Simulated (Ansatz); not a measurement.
Two isomers of C4H6S: A = `CCC1=CS1`, B = `CC1C=CS1`.

Program: Ansatz. Geometries: PBE0-D4/def2-TZVP. ΔE: electronic, gas phase. CCSD(T)/CBS is the MP2 limit (def2-TZVPP, def2-QZVPP) plus CCSD(T) − MP2 in def2-TZVPP, frozen cores. Functionals use def2-TZVPP. B3LYP here is the variant with VWN-RPA as its local correlation; programs differ in this. One conformer a species, not always the lowest.

Q: Which is lower in electronic energy at CCSD(T)/CBS, and by how much? (Estimate.)

A: The calculation gave: B, by 26.1 kcal/mol.

Q: Give E(B) − E(A) in kcal/mol with PBE-D4, B2PLYP, PBE0-D4, ωB97M-V, MP2/def2-TZVPP, B3LYP-D4, B3LYP. (Estimate.)

A: Ansatz gave: PBE-D4 -26.0, B2PLYP -25.0, PBE0-D4 -26.9, ωB97M-V -25.9, MP2/def2-TZVPP -26.0, B3LYP-D4 -25.0, B3LYP -24.0. None reverses the order clearly.

Largest T1 diagnostic: 0.012.

The D4 term adds −0.9 kcal/mol with B3LYP and −0.4 kcal/mol with PBE0; it sums over pairs of atoms, weighted by their polarisabilities, and B3LYP, whose exchange is more repulsive, gets the larger term. In def2-TZVPP, CCSD(T) changes the Hartree–Fock value by −1.4 kcal/mol (the triples alone add −0.1 kcal/mol) and MP2 by −1.0 kcal/mol.
